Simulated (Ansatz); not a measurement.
We consider bcc Li, described by r²SCAN (Ansatz, an electronic-structure program, PAW).

Settings: plane-wave cutoff 600 eV, 26×26×26 k mesh, Fermi–Dirac smearing 0.087 eV (set by the program), scalar-relativistic PAW data made under PBE.

The cell has the measured lattice: a = 3.5093 Å, b = 3.5093 Å, c = 3.5093 Å, α = 90.00°, β = 90.00°, γ = 90.00°.

**Question.** What does this level give for the elastic constant C44, Poisson ratio, elastic constant C11, Young modulus, Voigt–Reuss–Hill bulk modulus and elastic constant C12?

**Answer.** 
- elastic constant C44: 11.0 GPa
- Poisson ratio: 0.319
- elastic constant C11: 13.5 GPa
- Young modulus: 12.9 GPa
- Voigt–Reuss–Hill bulk modulus: 11.9 GPa
- elastic constant C12: 11.0 GPa

Measured, for comparison: elastic constant C44 9.6 GPa (temperature not stated, no zero-point or thermal correction, our sources range from 9.60 to 10.7; as tabulated in Mechanics & Industry (2023), article mi220138, Table 3); elastic constant C11 14.7 GPa (temperature not stated, no zero-point or thermal correction, our sources range from 13.4 to 14.7; as tabulated in arXiv:1601.06701); elastic constant C12 11.3 GPa (temperature not stated, no zero-point or thermal correction, our sources range from 11.3 to 12.5; as tabulated in Mechanics & Industry (2023), article mi220138, Table 3). Computed (rounded) less measured: elastic constant C44 not scored (sources differ), elastic constant C11 -8 % (inside the range of the sources held), elastic constant C12 not scored (sources differ).

Note: the cell isn't this level's own, so it is under some stress, which shifts stiffness and frequencies.

Elastic constants are with the ions relaxed.
